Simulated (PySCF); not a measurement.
methylamine (CH5N), SMILES CN.

Geometry optimised at B3LYP-D3(BJ)/def2-TZVP.

Calculation: ωB97X/def2-TZVPD in PySCF.

Isolated molecule, no solvent.

- total energy = -95.86916 hartree
- point group = Cs
- highest occupied level = -9.37 eV
- lowest empty level = 2.17 eV
- orbital gap = 11.54 eV
- dipole moment = 1.34 D
- quadrupole, principal values (traceless, Buckingham form, about the centre of nuclear charge) = -4.30, 2.12, 2.19 D·Å
- mean static polarisability = 25.4 bohr³ (3.77 Å³)
- polarisability, principal values = 24.0, 24.4, 27.9 bohr³
